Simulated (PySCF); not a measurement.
Gas-phase reaction: 2 HPO3 + PH2 + PO2 ⇌ 4 HPO2

Energies from PySCF, thermal terms from the rigid-rotor harmonic-oscillator model, ideal gas at 1 bar. † marks an energy on the PBE0/def2-TZVP geometry and frequencies; other levels use their own. 6-31G* has spherical d functions here. Open shells (unrestricted): PH2 (multiplicity 2), PO2 (multiplicity 2); the rest are closed-shell singlets. B3LYP is the form with VWN-RPA correlation. HPO3, PH2, HPO2: computed as isolated molecules; such fragments, hydroxides, amides, oligomers or adducts are transient or little studied in the gas.

```
level               ΔH°(298 K), kJ
------------------  --------------
B3LYP/6-31G*                  -294
BLYP/def2-TZVP†               -277
M06-2X/def2-TZVP†             -299
PBE/def2-SVP                   [?]
PBE0/def2-TZVP                -241
r2SCAN/def2-TZVP†              [?]
ωB97X-V/def2-TZVP†             [?]
```

**Question.** Fill in the missing entries.

**Answer.** 
- PBE/def2-SVP, ΔH°(298 K), kJ: -292
- r2SCAN/def2-TZVP†, ΔH°(298 K), kJ: -200
- ωB97X-V/def2-TZVP†, ΔH°(298 K), kJ: -270
